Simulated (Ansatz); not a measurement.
System: bcc Rb. Method: HSE06 (Ansatz, a quantum-chemistry and plane-wave program, plane waves, PAW).

The run printed, among other lines:

```
WARN output.stress: scf.exx.energy_threshold = 1e-6 eV is looser than the 1e-8 eV advised for a stress under a hybrid functional (1e-8 eV for each atom of the …
Crystal: 1 atoms, lattice volume = 92.548 Å³
Basis set: ecut = 460 eV, 2093 PW (Γ), exchange–correlation on 72×72×72 points (8 copies of the dense FFT grid, shifted against one another)
Bands: 9, of which v1, the nominal top of the filled ones, is band 5 counted from 1 (4 counted from 0)
Symmetry: 48 space group operations
Space group: Im-3m (ITA 229), of the structure as read, at distance tolerance 4.5e-5 Å
k-points: 29 of 512
SCF iter   1: F=—  HF=-3267.348903 eV  |F-HF|=—  |Δ(HF+E_count)|=         —  Δρ=6.92e-4  dr2=3.81e-4
SCF iter   2: F=—  HF=-3267.348877 eV  |F-HF|=—  |Δ(HF+E_count)|=   2.59e-5  Δρ=3.47e-4  dr2=9.77e-5
  ...
SCF 1 converged in 7 iterations: F = -3267.348843 eV  dr2 = 2.61e-11
Crystal: 1 atoms, lattice volume = 92.548 Å³
Initial density: handed on by an earlier stage of this run
Crystal: 1 atoms, lattice volume = 92.548 Å³
SCF iter   3: F=—  HF=-3269.813046 eV  |F-HF|=—  |Δ(HF+E_count)|=   4.02e-8  Δρ=8.72e-7  dr2=6.06e-10
SCF iter   4: F=-3269.813046 eV  HF=-3269.813046 eV  |F-HF|=2.73e-12  |Δ(HF+E_count)|=  1.15e-10  Δρ=2.05e-7  dr2=5.00e-11
SCF 3 converged in 4 iterations: F = -3269.813046 eV  dr2 = 5.00e-11
Free energy (F): -3269.813046 eV
Internal energy: -3269.803513 eV  (E = F + TS)
E sigma→0 (E₀):  -3269.808279 eV
Fermi energy:    1.942698 eV
--- Stress (GPa, compression-positive) ---
        0.042242      -0.000000      -0.000000
       -0.000000       0.042242      -0.000000
       -0.000000      -0.000000       0.042242
  P = ⅓ Tr σ = 0.0422 GPa (0.422 kbar)
```

Task: Write an input file that could have produced this run (the log leaves some choices open).

Result: This is not unique; one that fits is 
Ansatz 0.2 input:
```yaml
crystal:
  lattice:
    - [-2.8495, 2.8495, 2.8495]
    - [2.8495, -2.8495, 2.8495]
    - [2.8495, 2.8495, -2.8495]
  atoms:
    - { symbol: Rb, position: [0.0, 0.0, 0.0] }
basis:
  ecutwfc: 460
  ecutrho_ratio: 4
  xc_grid: 2
kpoints:
  mp_grid: { grid: [8, 8, 8] }
hamiltonian:
  xc: hse06
  dispersion: none
  pseudopotentials: { kind: paw }
scf:
  occupations: { method: fermi_dirac, width: 0.05 }
  convergence: { dr2_threshold: 0.0000000001 }
output:
  forces: false
  stress: true
  eigenvalues: true
```

The PAW data were made under PBE.

Note: the run warned that the count of filled bands differs between k points. Note: cell and atoms aren't relaxed at this level.
